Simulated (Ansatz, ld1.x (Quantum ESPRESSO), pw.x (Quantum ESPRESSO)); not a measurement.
# From atom to crystal: TM potential for platinum

| Quantity | Value |
| --- | --- |
| Element | Pt (Z = 78) |
| Generator | ld1.x (Quantum ESPRESSO) 7.5 |
| Type | norm-conserving Troullier–Martins (Kleinman–Bylander form) |
| Functional | PBEsol |
| Relativity | scalar-relativistic |
| Frozen core | [Xe] 4f14 |
| Valence charge | 10 |
| Reference configuration | 5d9 6s1 6p0 |
| Partial waves | 6s (bound): rc 2.05 bohr; 6p (bound, empty): rc 3.70 bohr; 5d (bound): rc 2.15 bohr |
| Local potential | all-electron potential smoothed inside 2.55 bohr (lloc = -1) |
| Core correction | Bessel-smoothed model core inside 1.46 bohr |

Atomic tests: cutoffs needed: 40 Ry and 50 Ry (the cutoffs (Ry, on a coarse ladder) from which the occupation-weighted sum of valence levels, in a spherical-Bessel basis at the reference potential, stays within 10 and 1 mRy of its value at 400 Ry); ghost test: no extra level below or beside the all-electron valence levels (s, p, d, f tested) (spherical-Bessel basis up to 400 Ry, 20 bohr box); largest excitation error: -270 meV (all-electron minus pseudo) for 5d7 6s0 6p0, out of 7 test configurations.

Crystal test: diamond Pt in pw.x 7.5, no spin, 8³ k-points, Fermi–Dirac smearing 0.01 Ry, cutoffs 60/240 Ry. The reference is all-electron LAPW (Ansatz 0.2.0) with the same functional, mesh and smearing; V0 and B0 come from Birch–Murnaghan fits to the pressures at five volumes. Errors are pseudo minus all-electron; Δ is the rms difference of the E(V) curves that follow from these fits, minima aligned, over ±6 % about the mean V0. Mesh and smearing are coarse, so the numbers serve the comparison and aren't converged zero-temperature values; the lattice is a test structure that the element need not adopt.

```
V (Å³/atom)  P all-electron (GPa)  P pseudo (GPa)
     21.883                  8.27           12.35
     22.459                  3.95            7.66
     23.035                  0.28            3.65
     23.611                 -2.84            0.23
     24.187                 -5.50           -2.70
```

All-electron: a0 = 5.695 Å (V0 = 23.08 Å³/atom), B0 = 133.8 GPa.

Pseudopotential: mean pressure error (GPa): +3.40; a0 (Å): 5.741; a0 error (%): +0.82; B0 error (%): -4.0; Δ (meV/atom): 16.4. The largest radius (3.70 bohr) exceeds half the bond length (2.33 bohr), so the spheres overlap, which is one possible source of error among others. This is a poor potential for the solid. The logarithmic derivative shows an extra or strongly shifted pseudo pole above the reference energy (s near 1.48 Ry).

Q: At the middle volume, how do free energy and pressure move when the wave cutoff is lowered (ecutrho kept at four times it)?

A:

```tsv
cutoff (Ry)	shift of F (meV/atom)	shift of P (GPa)
27	+2922.3	-96.11
36	+185.8	-10.95
48	+5.2	+0.19
```

The run at the middle volume (29 k-points, 8 iterations) took about 16 s on one core of a shared host (Neoverse-V1, 32 threads, 247 GiB, load 23).
